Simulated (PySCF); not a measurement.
## C2 at UHF-CCSD(T)

Level: UHF-CCSD(T). basis C 3-21G; no relativity; PySCF 2.14.

- state: ³Πu (triplet), unpaired electrons σ ↑, π ↑
- bond length: 1.344 Å
- harmonic wavenumber: 1540 cm⁻¹
- force constant: 8.38 mdyn/Å
- rotational constant Be: 1.556 cm⁻¹
- anharmonicity ωexe: 13.8 cm⁻¹
- vibration–rotation constant αe: 0.0187 cm⁻¹
- well depth De to C + C: 5.13 eV
- dissociation energy D0: 5.04 eV

Correlated steps freeze 2 core orbitals. 3-21G is very small, so such numbers show the basis as much as the molecule. The state is the lowest determinant that a PBE0 search found; another state may lie lower at other levels.
